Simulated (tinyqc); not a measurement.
Geometry optimisation on the UHF/sto-3g surface (energies and gradients from PySCF), for NH, spin multiplicity 3, step by step. One step of it, computed by the program tinyqc.

Task: Step 1: move. Steepest descent, p = -g / 0.6; steps longer than 0.5 bohr are cut back.

positions at the start (bohr), order 1N, 2H:
$$\begin{pmatrix}
0.000000 & 0.000000 & 0.000000 \\
0.000000 & 0.000000 & 2.173185
\end{pmatrix}$$

gradient (hartree/bohr), order 1N, 2H:
$$\begin{pmatrix}
0.00000000 & 0.00000000 & -0.04992478 \\
0.00000000 & 0.00000000 & 0.04992478
\end{pmatrix}$$

Give: positions after step 1.

Result:

positions after step 1 (bohr), order 1N, 2H:
$$\begin{pmatrix}
0.0000 & 0.0000 & 0.0832 \\
0.0000 & 0.0000 & 2.0900
\end{pmatrix}$$
